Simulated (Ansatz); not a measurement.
Geometry optimisation, RKS BLYP/def2-SVPD (Ansatz 0.2.0).

The input (input.yaml):

```yaml
crystal:
  periodic: [false, false, false]
  atoms:
    - { symbol: Al, position_ang: [0.0, 0.0, 0.0] }
    - { symbol: H, position_ang: [0.0, 0.0, 1.56] }
    - { symbol: F, position_ang: [1.4635, 0.0, -0.845] }
    - { symbol: F, position_ang: [-1.4635, 0.0, -0.845] }
basis:
  gaussian: { orbitals: def2-SVPD }
hamiltonian:
  xc: blyp
relax:
  f_tol: 0.02
  max_steps: 40
```

Command:

```bash
$ ansatz run input.yaml --threads 1 --pin off --max-ram 2048MiB --backend cpu --events-out ev --progress --plain --runs-dir out
```

**Question.** Where does it end, and by what steps?

**Answer.** The run converged. After 2 steps the energy has fallen by 0.003 eV; F3 moved furthest, 0.02 Å.

| step | energy less start (eV) | largest force component (eV/Å) | accepted |
| --- | --- | --- | --- |
| 0 | 0.0000 | 0.108 | yes |
| 1 | -0.0016 | 0.066 | yes |
| 2 | -0.0026 | 0.017 | yes |

```xyz
4
Properties=species:S:1:pos:R:3
Al 0.000 0.000 0.012
H 0.000 0.000 1.575
F 1.445 0.000 -0.858
F -1.445 0.000 -0.858
```

Whether the end is a true minimum wasn't checked by a vibrational analysis.

Run time: 7.2 s on 1 thread of Arm Neoverse V1, with other jobs on the host, peak memory 0.12 GiB.
